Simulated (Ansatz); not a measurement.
**C2H4N2S: up Jacob's ladder to CCSD(T)**

Aim: compute C2H4N2S with functionals from several rungs and with coupled cluster, and see how far each lands from CCSD(T) at the basis-set limit for the atomisation energy.

Program: Ansatz 0.2.0, Gaussian basis. Level of theory: functionals in def2-TZVPP, the program's frozen cores in correlated methods. These are calculated values, not measurements.

Levels to be run: LDA (SPW92), PBE-D4, revPBE-D4, BLYP-D4, r2SCAN-D4, B97M-V, PBE0-D4, B3LYP-D4, r2SCANh-D4, r2SCAN0-D4, HSE06-D4, BHLYP-D4, CAM-B3LYP-D4, LC-ωPBE, ωB97X-V, ωB97M-V, B2PLYP, PBE-QIDH; CCSD(T)/def2-SVP; CCSD(T)/def2-TZVPP; MP2/def2-QZVPP; extrapolation to the limit; RPA on PBE.

## (1) Structure used throughout

The geometry comes from an earlier relaxation with PBE0-D4 in a triple-zeta def2 set; it is a stationary point, not always the lowest conformer.

SMILES `C=NC(=N)S`, 9 atoms, charge 0, spin multiplicity 1.

Atoms are counted from 1 here; the program's logs count them from 0.

Bond lengths: C1–N2 1.262 Å, C1–H6 1.095 Å, C1–H7 1.089 Å, N2–C3 1.404 Å, C3–N4 1.261 Å, C3–S5 1.768 Å, N4–H8 1.020 Å, S5–H9 1.342 Å. Angles: N2–C1–H6 123.5°, N2–C1–H7 118.6°, H6–C1–H7 117.9°, C1–N2–C3 119.7°, N2–C3–N4 124.3°, N2–C3–S5 113.7°, N4–C3–S5 121.9°, C3–N4–H8 109.8°, C3–S5–H9 93.9°.

As a file:

```xyz
9
charge 0, multiplicity 1
C     0.72175    0.90088   -1.18514
N     0.89911   -0.11163   -0.45318
C    -0.09310   -0.48717    0.46679
N    -0.60601   -1.63788    0.52857
S    -0.53039    0.79425    1.60423
H    -0.17280    1.53098   -1.13964
H     1.49372    1.16433   -1.90619
H    -0.19488   -2.23758   -0.18616
H    -1.42891    0.03752    2.25354
```

## (2) LDA

This LDA is Slater exchange with PW92 correlation.

in.yaml reads:

```yaml
crystal:
  periodic: [false, false, false]
  atoms:
    - {symbol: C, position_ang: [0.721753, 0.900883, -1.185144]}
    - {symbol: N, position_ang: [0.899109, -0.111630, -0.453182]}
    - {symbol: C, position_ang: [-0.093102, -0.487173, 0.466789]}
    - {symbol: N, position_ang: [-0.606013, -1.637876, 0.528567]}
    - {symbol: S, position_ang: [-0.530389, 0.794252, 1.604225]}
    - {symbol: H, position_ang: [-0.172795, 1.530976, -1.139641]}
    - {symbol: H, position_ang: [1.493724, 1.164329, -1.906186]}
    - {symbol: H, position_ang: [-0.194880, -2.237578, -0.186165]}
    - {symbol: H, position_ang: [-1.428906, 0.037516, 2.253537]}
basis:
  gaussian: {orbitals: def2-TZVPP}
hamiltonian: {xc: lda}
output: {orbitals: {seedname: orbitals}}
```

On the command line:

```bash
> ansatz run in.yaml --threads 2 --pin off --events-out ev --progress --plain --max-ram 4352MiB
```

Further steps of the session: PBE-D4 (GGA); revPBE-D4 (GGA); BLYP-D4 (GGA); r2SCAN-D4 (meta-GGA); B97M-V (meta-GGA); B3LYP-D4 (hybrid); r2SCANh-D4 (hybrid); r2SCAN0-D4 (hybrid); HSE06-D4 (hybrid); BHLYP-D4 (hybrid); CAM-B3LYP-D4 (range-separated); LC-ωPBE (range-separated); ωB97X-V (range-separated); ωB97M-V (range-separated); B2PLYP (double hybrid); PBE-QIDH (double hybrid); CCSD(T) in def2-SVP; CCSD(T) in def2-TZVPP; MP2 in def2-QZVPP; RPA on PBE orbitals.

Before running them: what should the planned runs give, taken together? Wanted: atomisation energy, CCSD(T)/CBS; farthest beyond LDA; mean size of error, GGA; mean size of error, meta-GGA; mean size of error, hybrid; mean size of error, range-separated; mean size of error, double hybrid; gap, smallest and largest; T1 diagnostic.

As calculated:

```
                               quantity                                      value
        atomisation energy, CCSD(T)/CBS                                  35.651 eV
    functionals within 0.178 eV (0.5 %)                                    LC-ωPBE
                    farthest beyond LDA                         PBE-D4 (+1.913 eV)
                mean size of error, GGA                                   1.199 eV
           mean size of error, meta-GGA                                   0.256 eV
             mean size of error, hybrid                                   0.671 eV
    mean size of error, range-separated                                   0.275 eV
      mean size of error, double hybrid                                   0.225 eV
              gap, smallest and largest  3.30 eV (LDA (SPW92)), 10.68 eV (LC-ωPBE)
                          T1 diagnostic                                     0.0147
triples share of the correlation energy                                      4.8 %
```

In words: The LDA atomisation energy is off by 6.833 eV (19 %): it overbinds. PBE-D4 misses by +1.913 eV. Double hybrids carry the basis error of their MP2 part in triple zeta, and no dispersion term here, so their miss is partly the set-up's. Taken by rung, double hybrid functionals do best (0.225 eV on average) and GGA ones worst beyond LDA (1.199 eV). The gap between the best rungs is small, so their order is not settled. The reference freezes the cores and leaves out relativity and excitations past (T), so misses under about 0.178 eV can't be ranked. Hartree-Fock recovers 64 % of the binding; the rest is correlation. CCSD(T) in def2-SVP is off by -2.299 eV, which most functionals beat. The gap grows from 3.3 to 10.7 eV across the functionals, mostly with the share of exact exchange.
